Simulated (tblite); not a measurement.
Compound: C4H6O2.
Numbering: `[CH2:1]=[C:2]([CH:3]=[O:4])[CH2:5][OH:6]` (hydrogens: H7, H8 on C1; H9 on C3; H10, H11 on C5; H12 on O6)

Computed with GFN2-xTB (tblite), gas phase: nudged elastic band of 9 images (0 to 8), spring 0.2 eV/Å², climbing image at the end, force threshold 0.05 eV/Å. The top image wasn't refined or checked by frequencies; at this threshold it can lie a kcal/mol or more above the true saddle point of the method.

Path: rotation about C2–C5 (fully substituted alkene carbon, carbinol carbon (C–OH)), followed by the dihedral C3–C2–C5–O6, from 50° to 170°. Start geometry (image 0):
```
atom  x, y, z in Å
C1      1.645    0.358    0.121
C2      0.381   -0.045    0.002
C3      0.013   -1.423    0.363
O4     -1.106   -1.873    0.328
C5     -0.736    0.841   -0.506
O6     -1.869    0.834    0.318
H7      1.947    1.362   -0.124
H8      2.418   -0.308    0.468
H9      0.869   -2.046    0.685
H10    -0.400    1.879   -0.561
H11    -0.997    0.505   -1.524
H12    -2.164   -0.085    0.403
```

The first guess turns that dihedral rigidly in even steps and adds one set of random displacements (0.04 Å standard deviation a coordinate) to every inner image. Energies of the images above image 0 (eV) in the early part of the optimisation:

```json
{"iteration": "0", "1": "1.086", "2": "1.131", "3": "1.168", "4": "1.185", "5": "1.177", "6": "1.141", "7": "1.089", "8": "0.030"}
{"iteration": "10", "1": "0.042", "2": "0.073", "3": "0.094", "4": "0.100", "5": "0.091", "6": "0.072", "7": "0.053", "8": "0.030"}
```

**Question.** Where does the band end, and how far was the first guess from it?

**Answer.** Final energies, images 1 to 8: 0.018, 0.050, 0.072, 0.080, 0.073, 0.055, 0.037, 0.030 eV. The highest point drops from 1.19 eV (image 4) to 0.080 eV (image 4), by 1.11 eV. Image 4 moved by 0.06 Å rms, its dihedral from 105° to 110°. The end images are fixed. The true force on the top image ends at 0.042 eV/Å, and the largest on any image at 0.05 eV/Å; away from the top, the method drives only the force across the path to zero. The last saved iteration is 40.

The cost below is that of the whole band run. Hardware: one thread of an Intel Xeon Platinum 8488C, no GPU, shared host with 96 logical CPUs at a one-minute load of 24. Cost: 1.5 s of wall time, 0.18 GiB resident at most.
